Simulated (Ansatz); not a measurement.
Reaction (hydrogenolysis of a C–C bond): `CCC(C)(CC)CC` + H₂ → `CCC(CC)CC` + CH₄

Computed with Ansatz on PBE0-D4/def2-TZVP structures; ΔE is electronic, products minus reactants. CCSD(T)/CBS adds triple-zeta CCSD(T) − MP2 to the extrapolated MP2 energy (def2 sets, frozen cores). This one scheme is used for every species. Functionals use def2-TZVPP. HSE06 is defined as in plane-wave codes. Each species was taken in one conformer, which may not be the lowest.

```
             level  ΔE (kJ/mol)
          HSE06-D4        -68.1
           LC-ωPBE        -75.8
     HF/def2-QZVPP       -101.5
SCS-MP2/def2-QZVPP        -62.3
```

Task: What does CCSD(T)/CBS give? (An estimate is asked.)

Result: The calculation gave: -60.4 kJ/mol. The listed levels differ from it by -7.7, -15.4, -41.1, -1.9 kJ/mol.

Largest T1 diagnostic among the species: 0.009.

The D4 term adds +21.4 kJ/mol with B3LYP and +12.0 kJ/mol with PBE0; it sums over pairs of atoms, weighted by their polarisabilities, and B3LYP, whose exchange is more repulsive, gets the larger term. In def2-TZVPP, CCSD(T) changes the Hartree–Fock value by +40.7 kJ/mol (the triples alone add +6.8 kJ/mol) and MP2 by +48.0 kJ/mol.

B3LYP here is the variant with VWN-RPA as its local correlation; programs differ in this.
